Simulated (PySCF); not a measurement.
Continuum solvent and chemical shifts

Structure with atom numbers: `[CH2:1]=[N+:2]([CH3:3])[CH3:4]`. Each H is labelled by its parent atom.

GIAO PBE0/pcSseg-1 in PySCF on one PBE0-D3(BJ)/def2-SVP conformer, non-relativistic, equivalent nuclei averaged. Solvents enter as an IEF-PCM continuum (cyclohexane with ε = 2.0, tetrahydrofuran with ε = 7.4) around the gas-phase geometry. Shifts are referred to TMS computed in the same medium.

Gas phase, δ in ppm: C1 179.4, C3/C4 52.2, H(C1) 7.91, H(C3)/H(C4) 3.97. Dipole moment 1.06 D.

Question: How does each δ change in the continuum?

Answer: 
| atoms | environment | Δδ, cyclohexane | Δδ, tetrahydrofuran |
| --- | --- | --- | --- |
| C1 | C=N carbon | +1.2 | +2.6 |
| C3/C4 | methyl carbon bonded to N | +0.1 | +0.2 |
| H(C1) | hydrogen on a C=N carbon | +0.05 | +0.11 |
| H(C3)/H(C4) | hydrogen on a methyl carbon bonded to N | -0.04 | -0.08 |

Changes are relative to the gas phase. The dipole moment becomes 1.17 D in cyclohexane, 1.31 D in tetrahydrofuran.

Question: Which of the listed nuclei move most (in ppm), and what does the model miss? (N and O are left out, as their reference compounds move with the solvent too.)

Answer: C1 (C=N carbon, +2.6 ppm) in tetrahydrofuran. A continuum only polarises the solute; specific hydrogen bonds, the anisotropy of aromatic solvents and changes of geometry or conformer are outside it, as are counter-ions.
